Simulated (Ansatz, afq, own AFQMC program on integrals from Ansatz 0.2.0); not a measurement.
## CHGe, quartet in cc-pVDZ, levels against CCSDT(Q)

```xyz
3

Ge    0.0000    0.0929    4.7958
C     0.0000   -0.4248   -2.0005
H     0.0000    0.3319   -2.7953
```

Connectivity, by distances: Ge ··· CH.

Basis cc-pVDZ. Only valence electrons are correlated. AFQMC by an in-house program on the Cholesky factors that Ansatz 0.2.0 writes for its CCSD(T) run. The CISD trial takes its coefficients from CCSD amplitudes. Released means that phaseless walkers are propagated on without the constraint, phases kept. Error bars are statistical, one sigma. No spin–orbit coupling.

Determinant: UHF, the one that the program's search chose, which needn't be the lowest solution. The geometry is a point of a scan.

No full CI on the walks' own integrals is used here; CCSDT(Q) serves as the reference and is uncertain by about the last step of the cluster series.

Cautions: no relativity below Rb; no spin-orbit coupling; inner d shell frozen; lower spins were not checked; an unrestricted solution with more broken spin lies lower (92 meV, ⟨S²⟩ 4.10).

The T1 diagnostic is 0.0089 and the weight of the determinant in the CISD state is 0.892. The ⟨S²⟩ of the determinant is 3.766. The size of the correlated space is 9 electrons in 31 orbitals.

```tsv
level	correlation energy (eV)
MP2	-3.2449
CCSD	-4.3817
CCSD(T)	-4.4498
```

**Question.** Estimate where AFQMC with the constraint released lies against CCSD(T) on the same integrals.

**Answer.** 0.77 ± 0.37 kcal/mol below CCSD(T).

Reference: CCSDT(Q), correlation energy -4.473 eV. The released energy is read at 2.40 1/Eh (meV from the phaseless value at times in 1/Eh: -1 ± 8 at 0.24, -2 ± 8 at 0.51, -23 ± 11 at 0.99, -12 ± 11 at 1.62, -22 ± 16 at 2.40).

```
         level  E − E(reference) (kcal/mol)  share of correlation (%)
       CCSD(T)                         0.54                     99.48
         CCSDT                         0.05                     99.95
   ph-AFQMC/HF                  2.01 ± 1.19                     98.05
 ph-AFQMC/CISD                  0.26 ± 0.22                     99.75
released AFQMC                 -0.24 ± 0.37                    100.23
```

A walk keeps the symmetry of its determinant, which the program's search chose and which needn't be the lowest solution, so a lower state of the same spin and another symmetry isn't excluded. Released energies are given only where the last usable release times agree within the noise; a slower fall can still hide under it.
